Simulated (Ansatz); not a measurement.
# B₂H, doublet: vertical spin and charge gaps

Geometry (PBE0/def2-TZVP stationary point for this spin, not checked as a minimum):

```yaml
atoms:
  - { symbol: B, position_ang: [0.0000, 0.0000, 0.1151] }
  - { symbol: B, position_ang: [0.0000, 0.0000, -1.4076] }
  - { symbol: H, position_ang: [0.0000, 0.0000, 1.2925] }
```

Basis 6-31G; Ansatz 0.2.0. Correlated methods freeze the noble-gas cores. Prefix R: restricted or restricted open-shell reference; prefix U: unrestricted. Active spaces: valence = (7e, 9o) chosen from the atoms' valence shells.

Gaps are energies of the second state less the first, at fixed atoms, for a selection of the levels run; each method lands on the state that its own search finds for that charge and spin.

Unrestricted rows (U, and Kohn–Sham where it breaks symmetry) aren't spin-pure: their determinants' ⟨S²⟩ exceeds S(S+1) by up to 1.00, so they mix in states of higher spin, at the starting point too. For open shells CISD and CISDTQ are restricted-active-space CI with the open shells as a complete middle space. The determinant of the B2H doublet fills πx and πy unequally, so it is a mixture of Σ and Δ, which weighs on every level built on one determinant. A value is left out where its run failed or describes another state than the reference as far as symmetry and spin tell, or, spin-broken singlets apart, can't be checked.

Removing an electron, to the singlet: 9.063 eV at full CI (doublet A1, singlet ion B1, in C2v).

By full CI's occupations no single determinant describes the doublet or the singlet well.

```csv
level,gap (eV),error (meV)
CASSCF (valence space),8.829,-234
NEVPT2 (valence space),8.984,-79
MRCISD (valence space),9.052,-11
MRCISD+Q (valence space),9.058,-5
```

For one of the two states the restricted determinant has another symmetry than the lowest full-CI state, so methods that keep it describe a higher state and are left out.

Removing an electron, to the triplet: 7.882 eV at full CI (doublet A1, triplet ion B1, in C2v).

By full CI's occupations no single determinant describes the doublet well.

```csv
level,gap (eV),error (meV),⟨S²⟩ where 0.1 over S(S+1) (first / second)
RHF,6.702,-1180,– / –
UHF,7.691,-191,1.75 / –
RMP2,7.469,-413,– / –
UMP2,8.088,206,1.75 / –
CISD,7.604,-278,– / –
RCCSD,7.712,-170,– / –
UCCSD*,8.575,693,1.75 / –
RCCSD(T),7.765,-117,– / –
UCCSD(T)*,8.885,1003,1.75 / –
BCCD(T),7.762,-120,– / –
RCCSDT*,7.851,-31,– / –
UCCSDT*,7.858,-24,1.75 / –
CISDTQ,7.860,-22,– / –
RCCSDT(Q)*,7.884,2,– / –
UCCSDT(Q)*,7.887,5,1.75 / –
RCCSDTQ*,7.881,-1,– / –
UCCSDTQ*,7.881,-1,1.75 / –
CASSCF (valence space),7.571,-311,– / –
NEVPT2 (valence space),7.782,-100,– / –
MRCISD (valence space),7.872,-10,– / –
MRCISD+Q (valence space),7.880,-2,– / –
PBE,9.005,1123,1.75 / –
r2SCAN,9.068,1186,1.75 / –
PBE0,8.916,1034,1.75 / –
wB97M-V,8.574,692,1.75 / –
RPA-PBE,8.313,431,1.75 / –
```

An asterisk marks runs whose energy the program itself flagged as in doubt.

Quartet less doublet: -1.244 eV at full CI (doublet A1, quartet A2, in C2v).

By full CI's occupations no single determinant describes the doublet well.

| level | gap (eV) | error (meV) | ⟨S²⟩ where 0.1 over S(S+1) (first / second) |
| --- | --- | --- | --- |
| RHF | -1.936 | -692 | – / – |
| UHF | -0.977 | 267 | 1.75 / – |
| RMP2 | -1.613 | -369 | – / – |
| UMP2 | -1.001 | 243 | 1.75 / – |
| CISD | -1.476 | -232 | – / – |
| RCCSD | -1.389 | -145 | – / – |
| UCCSD* | -0.526 | 718 | 1.75 / – |
| RCCSD(T) | -1.356 | -112 | – / – |
| UCCSD(T)* | -0.235 | 1009 | 1.75 / – |
| BCCD(T) | -1.357 | -113 | – / – |
| RCCSDT* | -1.271 | -27 | – / – |
| UCCSDT* | -1.265 | -21 | 1.75 / – |
| CISDTQ | -1.265 | -21 | – / – |
| RCCSDT(Q)* | -1.241 | 3 | – / – |
| UCCSDT(Q)* | -1.239 | 5 | 1.75 / – |
| RCCSDTQ* | -1.245 | -1 | – / – |
| UCCSDTQ* | -1.245 | -1 | 1.75 / – |
| CASSCF (valence space) | -1.280 | -36 | – / – |
| NEVPT2 (valence space) | -1.258 | -14 | – / – |
| MRCISD (valence space) | -1.245 | -1 | – / – |
| MRCISD+Q (valence space) | -1.244 | 0 | – / – |
| PBE | -0.680 | 564 | 1.75 / – |
| r2SCAN | -0.671 | 573 | 1.75 / – |
| PBE0 | -0.708 | 536 | 1.75 / – |
| B3LYP | -0.563 | 681 | 1.75 / – |
| wB97M-V | -0.818 | 426 | 1.75 / – |
| RPA-PBE | -0.754 | 490 | 1.75 / – |

In so small a basis the reference is far from its limit while semilocal and hybrid functionals are nearer theirs (RPA and double hybrids share part of the reference's basis error), so the functionals' errors here hold much of the reference's basis and frozen-core error, which can add to them or hide them. The set has no polarisation functions, which weighs most on the reference.

Full CI is exact within this basis and frozen core; it isn't the basis-set limit. The frozen core follows each run's orbitals, which can shift R against U totals by a few meV.
